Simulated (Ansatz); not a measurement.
**Which method gave which barrier?**

Saddle point of CH9NSi, closed shell (CH₇NSi ([CH3][SiH2][NH2]) + H₂ → SiNH₅ ([NH2][SiH3]) + CH₄; bonds formed: Si1–H7, C2–H6; bonds broken: Si1–C2, H6–H7), PBE0-D4/def2-TZVP structure:

Si1  (-0.232, -0.587, -0.041)
C2  (0.812, 1.132, 0.650)
H3  (1.029, -1.053, -0.687)
H4  (-1.372, -0.209, 0.845)
N5  (-1.196, -0.774, -1.449)
H6  (0.741, -0.135, 1.236)
H7  (0.455, -1.184, 1.365)
H8  (0.443, 1.673, 1.523)
H9  (0.436, 1.665, -0.231)
H10  (1.901, 1.162, 0.590)
H11  (-0.829, -1.084, -2.334)
H12  (-2.188, -0.605, -1.467)
(Å)

Ansatz 0.2.0; basis: def2-TZVPP, with def2-QZVPP for the basis limit; cores frozen in the correlated methods. Extrapolation: Hartree–Fock as exp(−7.88 √X), correlation as X^−2.97. Four methods, as single points on the PBE0-D4 structures, gave these electronic barriers from the start structure: 1.990, 2.582, 2.926, 3.730 eV.

(1) The methods were, in alphabetical order, CCSD(T), HF, r2SCAN-D4, SPW92. Which gave which? (Judge from chemistry; the calculation decides.)

No T1 diagnostic of these runs exceeds 0.012. The end structure is not quite a true minimum (one mode of 36i cm⁻¹).

Results:

(1) The calculation gives: SPW92 1.990; r2SCAN-D4 2.582; CCSD(T) 2.926; HF 3.730 eV. For comparison, CCSD(T) at an estimated basis limit (MP2 extrapolated from triple and quadruple zeta, plus CCSD(T) − MP2 in triple zeta) gives 2.907 eV.

Labels in which every atom is bracketed show which atoms are joined, not bond orders.

For scale, one of the runs: CCSD(T)/def2-TZVPP, 230 basis functions, launched by `ansatz run in.yaml --threads 4 --pin off --events-out ev --progress --plain --max-ram 9574MiB`. Time: 49 s of wall clock on 4 CPU threads of an Arm Neoverse V1; the host was shared. Peak host memory: 3.9 GiB.
